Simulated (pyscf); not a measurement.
Thermochemistry of product channels of C₃H₅ (SMILES [CH]1CC1) [doublet] on the doublet surface, in kcal/mol, from CCSD(T)/def2-TZVPP + ΔMP2(QZVPP) energies (ideal gas, 1 atm, RRHO with modes under 100 cm⁻¹ raised to 100, one conformer, R ln 2 for rigid chiral ones). Single points on ωB97X-D3(BJ)/def2-SVP structures (PySCF, gas phase). MP2 and CC: frozen core, UHF for open shells. ΔMP2 is the change of the MP2 total energy from the triple- to the quadruple-zeta basis.

```csv
products,ΔE,ΔH(298 K),ΔG(600 K),ΔG(1200 K)
H₂C=C=CH₂ (SMILES C=C=C) + H• (SMILES [H]),+33.4,+27.7,+12.8,-3.7
C₃H₄ (SMILES C1=CC1) + H• (SMILES [H]),+55.6,+50.4,+35.7,+19.8
•HC=CH₂ (SMILES [CH]=C) + CH₂ (SMILES [CH2]) [triplet],+100.2,+94.0,+68.9,+43.2
```

The channel to H₂C=C=CH₂ + H• turns favourable between 298 and 1200 K (ΔG from +20.6 kcal/mol to -3.7 kcal/mol).

These are energies of the channels, which say nothing of barriers. cyclic C₃H₅ (SMILES [CH]1CC1) [doublet] lies 28.1 kcal/mol over its isomer •H₂C–CH=CH₂, and others may lie lower still (electronic energy, ωB97M-D3(BJ)). The CCSD(T) − MP2 part came from Ansatz, without density fitting, on the same reference. A UHF reference is spin-contaminated (<S²> up to 0.96), which harms MP2 most.
